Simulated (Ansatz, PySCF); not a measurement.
CH4S, SMILES CS.

Geometry optimised at B3LYP-D3(BJ)/def2-TZVP.

Vertical ionisation energy (IE) and electron affinity (EA) in eV. Rows of orbital energies are one-electron estimates. Where ΔSCF, EOM or ADC give a negative EA the extra electron is unbound and the value depends on the basis.

```tsv
level	IE	EA
−ε(HOMO), −ε(LUMO), r2SCAN/def2-TZVPD (PySCF)	5.83	0.27
−ε(HOMO), −ε(LUMO), PBE/def2-TZVPD (PySCF)	5.60	0.77
ADC(2)/aug-cc-pVDZ (PySCF)	8.92	-0.66
ΔSCF, PBE0/def2-TZVPD (Ansatz), final states of multiplicity 2 and 2	9.34	-1.17
ΔSCF, PBE/def2-TZVPD (Ansatz), final states of multiplicity 2 and 2	9.30	-1.03
```

Q: What vertical singlet–triplet gap does ΔSCF give with PBE0/def2-TZVPD (Ansatz, a quantum-chemistry and plane-wave program) and with PBE/def2-TZVPD (Ansatz)? (An estimate is asked for; the answer gives what the named calculation found.)

A: 4.89 and 4.75 eV (triplet above singlet where positive).

Q: Beyond the first one, list the lowest photoelectron lines from ADC(2)/aug-cc-pVDZ (PySCF) with their pole strengths (two spins summed). (The exact figures need the calculation; the answer reports its results.)

A: 11.59 eV (1.81), 13.29 eV (1.81), 14.59 eV (1.79), 15.12 eV (1.79).
